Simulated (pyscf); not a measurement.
PySCF, gas phase, ωB97X-D3(BJ)/def2-SVP geometries.

SMILES: [O]=[Ta]([F])([F])[F]
```xyz
5

O      0.2744     0.2898     0.4554
Ta    -1.1881    -0.5161     0.1185
F     -0.7570    -2.0931    -0.8039
F     -2.2332     0.6362    -0.9323
F     -2.0121    -0.8856     1.7638
```
Charge 0, spin multiplicity 1.

### Question
How much does it cost (ΔH, 298 K, ωB97M-D3(BJ)/def2-TZVP) to split O=Ta(F)(F)–F (SMILES [O]=[Ta]([F])([F])[F]) at its F–Ta bond into [O=Ta(F)–F]• + F•?

### Answer
F–Ta to [O=Ta(F)–F]• + F•: 617.0 kJ/mol. The 7 functionals that were run give +596.5 (M06-2X) to +640.9 kJ/mol (PBE). The radicals are drawn with the spin at the cut bond; how far it spreads was not checked. Other isomers of [O=Ta(F)–F]• were not searched in full and may lie lower. Left out: the spin-orbit lowering of F. Open-shell species with a d-block atom are single-reference here; other states, and whether the spin sits on metal or ligand, were not checked. Elements past Kr carry the def2 core potentials, without spin-orbit coupling.
